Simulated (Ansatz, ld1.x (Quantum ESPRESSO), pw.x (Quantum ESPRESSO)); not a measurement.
# Equation-of-state test of one RRKJ potential (scandium)

- Element: scandium
- Generator: ld1.x (Quantum ESPRESSO) 7.5
- Type: norm-conserving RRKJ (Kleinman–Bylander form)
- Functional: LDA (PW92)
- Relativity: scalar-relativistic
- Frozen core: [Ar]
- Valence charge: 3
- Reference configuration: 3d1 4s2 4p0
- Partial waves: 4p (bound, empty): rc 4.20 bohr; 3d (bound): rc 1.45 bohr; 4s (bound): rc 3.15 bohr
- Local potential: the s channel
- Core correction: Bessel-smoothed model core, default radius (core density twice the valence density)

Atomic tests: cutoffs needed: 60 Ry and 70 Ry (the cutoffs (Ry, on a coarse ladder) from which the occupation-weighted sum of valence levels, in a spherical-Bessel basis at the reference potential, stays within 10 and 1 mRy of its value at 400 Ry); ghost test: no extra level below or beside the all-electron valence levels (p, d, s, f tested) (spherical-Bessel basis up to 400 Ry, 20 bohr box); largest excitation error: -436 meV (all-electron minus pseudo) for 3d0 4s2 4p1, out of 7 test configurations.

Crystal test: bcc Sc in pw.x 7.5, no spin, 13³ k-points, Fermi–Dirac smearing 0.01 Ry, cutoffs 85/340 Ry. The lattice is a test structure that the element need not adopt, and mesh and smearing are coarse.

pw.x input:

```
&control
  calculation='scf', prefix='x', pseudo_dir='./', outdir='./tmp', tstress=.true., disk_io='low'
/
&system
  ibrav=0, nat=1, ntyp=1, ecutwfc=85, ecutrho=340, nbnd=8,
  occupations='smearing', smearing='fd', degauss=0.01
/
&electrons
  conv_thr=1e-09, mixing_beta=0.4, electron_maxstep=70
/
ATOMIC_SPECIES
Sc 1.0 Sc.UPF
CELL_PARAMETERS angstrom
  -1.78665543 1.78665543 1.78665543
  1.78665543 -1.78665543 1.78665543
  1.78665543 1.78665543 -1.78665543
ATOMIC_POSITIONS crystal
Sc 0.0000 0.0000 0.0000
K_POINTS automatic
13 13 13 0 0 0
```

```bash
pw.x < Sc.scf.in > Sc.scf.out
```

Task: How does the run end?

Result: It converges; the pressure is 2.47 GPa against 0.03 GPa from all-electron LAPW. The largest radius (4.20 bohr) exceeds half the bond length (2.92 bohr), so the spheres overlap, which is one possible source of error among others. This is a poor potential for the solid. The log shows:

```
     lattice parameter (alat)  =       5.8479  a.u.
     unit-cell volume          =     153.9498 (a.u.)^3
     number of electrons       =         3.00
     number of Kohn-Sham states=            8
     kinetic-energy cutoff     =      85.0000  Ry
     charge density cutoff     =     340.0000  Ry
     scf convergence threshold =      1.0E-09
     Exchange-correlation= PW
     number of k points=    84  Fermi-Dirac smearing, width (Ry)=  0.0100
     iteration #  1     ecut=    85.00 Ry     beta= 0.40
     total energy              =     -10.82905803 Ry
     estimated scf accuracy    <       0.00729981 Ry
     iteration #  2     ecut=    85.00 Ry     beta= 0.40
     total energy              =     -10.82931126 Ry
     estimated scf accuracy    <       0.00114023 Ry
     iteration #  3     ecut=    85.00 Ry     beta= 0.40
     total energy              =     -10.82939597 Ry
     estimated scf accuracy    <       0.00010224 Ry
     iteration #  4     ecut=    85.00 Ry     beta= 0.40
     total energy              =     -10.82940116 Ry
     estimated scf accuracy    <       0.00000259 Ry
     iteration #  5     ecut=    85.00 Ry     beta= 0.40
     total energy              =     -10.82940188 Ry
     estimated scf accuracy    <       0.00000008 Ry
     iteration #  6     ecut=    85.00 Ry     beta= 0.40
     total energy              =     -10.82940189 Ry
     estimated scf accuracy    <          3.0E-09 Ry
     iteration #  7     ecut=    85.00 Ry     beta= 0.40
     the Fermi energy is     5.4830 ev
!    total energy              =     -10.82940189 Ry
     estimated scf accuracy    <          1.2E-12 Ry
     smearing contrib. (-TS)   =      -0.00986780 Ry
     The total energy is F=E-TS. E is the sum of the following terms:
     one-electron contribution =       3.38111984 Ry
     hartree contribution      =       0.03897011 Ry
     xc contribution           =      -9.38916592 Ry
     ewald contribution        =      -4.85045812 Ry
     convergence has been achieved in   7 iterations
          total   stress  (Ry/bohr**3)                   (kbar)     P=       24.67
```
